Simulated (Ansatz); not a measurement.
C4H6O can be A, `C=C/C=C\O`, or B, `C#CCOC`.

Computed with Ansatz on PBE0-D4/def2-TZVP structures; ΔE is electronic, products minus reactants. CCSD(T)/CBS is the MP2 limit (def2-TZVPP, def2-QZVPP) plus CCSD(T) − MP2 in def2-TZVPP, frozen cores. This one scheme is used for every species. DFT in def2-TZVPP. B3LYP here is the variant with VWN-RPA as its local correlation; programs differ in this. One conformer a species, not always the lowest.

(1) Which is lower in electronic energy at CCSD(T)/CBS, and by how much? (Best estimate.)

(2) Give E(B) − E(A) in kJ/mol with r2SCAN-D4, ωB97M-V, B2PLYP, B3LYP, CCSD/def2-TZVPP, CCSD(T)/def2-TZVPP, HF/def2-TZVPP. (An estimate is asked.)

Largest T1 diagnostic: 0.012.

## Answers

(1) Ansatz gave: A, by 135.3 kJ/mol.

(2) Ansatz gave: r2SCAN-D4 154.5, ωB97M-V 135.2, B2PLYP 135.3, B3LYP 142.5, CCSD/def2-TZVPP 128.8, CCSD(T)/def2-TZVPP 133.2, HF/def2-TZVPP 122.2. None reverses the order clearly.

In def2-TZVPP, CCSD(T) changes the Hartree–Fock value by +11.0 kJ/mol (the triples alone add +4.4 kJ/mol) and MP2 by +6.2 kJ/mol. From PBE to PBE0 (25 % exact exchange), in def2-TZVPP and without D4, E(B) − E(A) moves by −4.8 kJ/mol.
